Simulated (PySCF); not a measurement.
Species: C₄H₇F.
Atom-mapped SMILES: `[CH3:1]/[CH:2]=[C:3](/[CH3:4])[F:5]` (hydrogens: H6, H7, H8 on C1; H9 on C2; H10, H11, H12 on C4)

The closed-shell ground state was solved at several levels (PySCF, density fitting, gas phase, non-relativistic). Geometry: GFN2-xTB; no solvent, vibrations or thermal averaging.

```
         level  basis functions  HOMO (eV)  LUMO (eV)  gap (eV)  dipole (D)
   B3LYP/pcJ-1              205      -6.69       0.65      7.34        1.49
 PBE0/pcSseg-1              120      -6.90       0.90      7.80        1.49
PBE0/def2-SVPD              159      -6.96       0.74      7.70        1.54
```

Question: What might CAM-B3LYP/def2-SVPD (159 basis functions) give for the same quantities?

Answer: HOMO -8.32 eV, LUMO 1.34 eV, gap 9.66 eV, dipole 1.60 D.

Question: Over all these levels, which gives the widest orbital gap and which the narrowest?

Answer: CAM-B3LYP/def2-SVPD (range-separated hybrid) has the widest, 9.66 eV, and B3LYP/pcJ-1 (global hybrid, 20 % exact exchange) the narrowest, 7.34 eV. Functional and basis both differ between the two, so the spread mixes both effects.

Question: How far do the dipole and the HOMO energy spread over the levels?

Answer: The dipole runs from 1.49 to 1.60 D (mean 1.53 D) and the HOMO from -8.32 to -6.69 eV.
